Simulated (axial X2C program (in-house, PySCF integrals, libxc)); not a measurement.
Correcting the dissociation energy of SiS⁺ for spin–orbit coupling

A spin-free CCSD(T) curve (one-electron X2C) was computed with an in-house all-electron X2C program for linear molecules (integrals from PySCF), basis S dyall-av3z [9s8p3d2f], Si dyall-v3z [8s7p2d1f] (cores contracted in-house), for the state M_S = 1/2, Λ = 1 (beyond evenly filled blocks: π+α, π+β, π-α). It gives D0 = 3.750 eV to S + Si+, which in a spin-free picture are the weighted means of the ground terms.

Correlated methods: 9 electrons correlated (number of frozen shells: S 2 s, 1 p; Si 2 s, 1 p), 169 virtual spin orbitals or spinors in MP2, 90 natural virtuals in coupled cluster.

Measured levels of the ground terms (NIST Handbook of Basic Atomic Spectroscopic Data), in cm⁻¹: S 3P: J = 2 at 0, J = 1 at 396.1, J = 0 at 573.6; Si+ 2P: J = 1/2 at 0, J = 3/2 at 287.2.

The two components of the molecular doublet are 344 cm⁻¹ apart in the PBE0 2c search (Ω = 3/2 lower), so the lower one lies 172 cm⁻¹ under their mean.

Problem. How far does each ground level lie under the (2J+1)-weighted mean of its term?

Solution. S: (5 × 0 + 3 × 396.1 + 1 × 573.6)/9 = 196 cm⁻¹; Si+: (2 × 0 + 4 × 287.2)/6 = 191 cm⁻¹.

Problem. Correct D0.

Solution. D0 = 3.750 + (172 − 387)/8065.5 = 3.723 eV at CCSD(T) with these spin–orbit terms. The direct two-component run gives 3.729 eV; the difference holds second-order terms in the molecule, scalar two-electron terms, the gap between measured and computed atomic splittings (a 2c atom can miss part of its lowering) and, in coupled cluster, the truncation of each run.

Second-order spin–orbit effects in the molecule, which grow quickly with Z, are left out. Occupations by symmetry block were frozen at the best pattern of an incomplete PBE0 search. Dissociation energies refer to the lowest single-determinant-based atoms at the same level and basis. Coupled cluster ran in a truncated set of natural virtual spinors; the MP2 energy of the rest was added. (T) has no such correction and the atoms are truncated less, which lowers De at CCSD(T) by a hundredth of an eV or more. PBE0 can misorder states that lie within some tenths of an eV, so this need not be the ground state of the molecule. The nearest other spin-free determinant of the search, M_S = 1/2, Λ = 0, lies 0.33 eV up at the distance of the search.
